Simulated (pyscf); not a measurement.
Single points on ωB97X-D3(BJ)/def2-SVP structures (PySCF, gas phase).

Problem. For the elementary gas-phase step •H₂C–CH(CH₃)–CH=CH₂ (SMILES [CH2]C(C)C=C) -> H₂C=CH–CH=CH₂ (SMILES C=CC=C) + CH₃• (SMILES [CH3]) (doublet surface; C–C broken, none formed), what barrier and reaction energy does ωB97M-D3(BJ)/def2-TZVP give, measured from the reactant's lowest minimum found?

Solution. ΔE‡ = 30.4 kcal/mol, ΔE = +22.5 kcal/mol. Zero-point energy shifts the barrier by -2.4 kcal/mol. It is a bond scission, with an imaginary mode of 508i cm⁻¹. •H₂C–CH(CH₃)–CH=CH₂ lies 20.0 kcal/mol over its isomer cyclic C₅H₉ (SMILES [CH]1CCCC1) [doublet] (electronic energy, ωB97M-D3(BJ)/def2-TZVP). One saddle was located; it need not be the lowest between these sides.
